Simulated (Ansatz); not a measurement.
System: rock-salt HoN. Method: r²SCAN (Ansatz, a quantum-chemistry and plane-wave program, plane waves, PAW).

Run with plane-wave cutoff 560 eV, 20×20×20 k mesh, Fermi–Dirac smearing 0.05 eV, spin-polarised with parallel moments, scalar-relativistic PAW data made under PBE.

Computed points:

```csv
V (Å³/atom),E − E_lowest (meV/atom),P (GPa)
13.440,30.37,11.93
13.726,13.05,7.55
14.012,3.16,3.59
14.297,0.00,0.01
14.583,2.92,-3.23
14.869,11.34,-6.16
15.155,24.74,-8.81
```

Problem. What bulk modulus B0 and pressure derivative B′ does a third-order Birch–Murnaghan fit give?

Solution. V0 = 14.298 Å³/atom, B0 = 170 GPa, B′ = 4.0 (fit to the energies at full precision).

Note: the magnetic order was assumed, not searched for or taken from measurement; the 4f shell is treated without U or exact exchange, so its levels and filling can be wrong.

Spin–orbit coupling is not included.
